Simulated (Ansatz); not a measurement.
# CH₂OSi: functionals against CCSD(T) at one geometry

The task here is to estimate one member of a computed series from the others.

Method: single points in def2-TZVPP; program: Ansatz 0.2.0, Gaussian basis.

Correlated methods freeze the cores. B3LYP uses VWN-RPA correlation.

**The starting structure**

SMILES `C#[Si]O`, 5 atoms, charge 0, spin multiplicity 1.

Atoms are counted from 1 here; the program's logs count them from 0.

Bond lengths: C1–Si2 1.637 Å, C1–H4 1.024 Å, Si2–O3 1.676 Å, O3–H5 0.974 Å. Angles: Si2–C1–H4 116.1°, C1–Si2–O3 166.8°, Si2–O3–H5 126.4°.

Coordinates:

```xyz
5
CH2OSi
C    -0.9635    1.1355    0.7122
Si    0.0064    0.0134    0.0198
O     1.2790   -0.8903   -0.5899
H    -1.6565    0.7818    1.3785
H     1.5118   -1.0005   -1.5288
```

Set-up of the first run:

File run/in.yaml:

```yaml
crystal:
  periodic: [false, false, false]
  atoms:
    - {symbol: C, position_ang: [-0.963500, 1.135500, 0.712200]}
    - {symbol: Si, position_ang: [0.006400, 0.013400, 0.019800]}
    - {symbol: O, position_ang: [1.279000, -0.890300, -0.589900]}
    - {symbol: H, position_ang: [-1.656500, 0.781800, 1.378500]}
    - {symbol: H, position_ang: [1.511800, -1.000500, -1.528800]}
basis:
  gaussian: {orbitals: def2-TZVPP}
correlation: {method: ccsd_t}
output: {forces: true}
```

No record of the launch command was kept for these runs.

Among the steps run: CCSD(T)/def2-TZVPP; PBE0-D4/def2-TZVPP; wB97M-V/def2-TZVPP; r2SCAN-D4/def2-TZVPP; PBE-D4/def2-TZVPP; B3LYP-D4/def2-TZVPP; SPW92/def2-TZVPP.

One table of the session follows, with a row left open; its other results are not shown here.

```
   method  RMS force component (eV/Å)  angle to CCSD(T) forces (°)  dipole (D)
  CCSD(T)                       1.325                    reference        3.31
  PBE0-D4                       1.286                         12.6        3.67
  wB97M-V                       1.220                         16.1        3.81
r2SCAN-D4                           ?                            ?           ?
   PBE-D4                       1.290                         11.9        3.52
 B3LYP-D4                       1.223                         10.1        3.60
    SPW92                       1.378                         18.4        3.58
```

Q: Estimate the row for r2SCAN-D4 from the others.

As computed: RMS force component (eV/Å): 1.276; angle to CCSD(T) forces (°): 9.7; dipole (D): 3.65. In the column «RMS force component (eV/Å)» it lies between B3LYP-D4 (1.223) and PBE0-D4 (1.286).
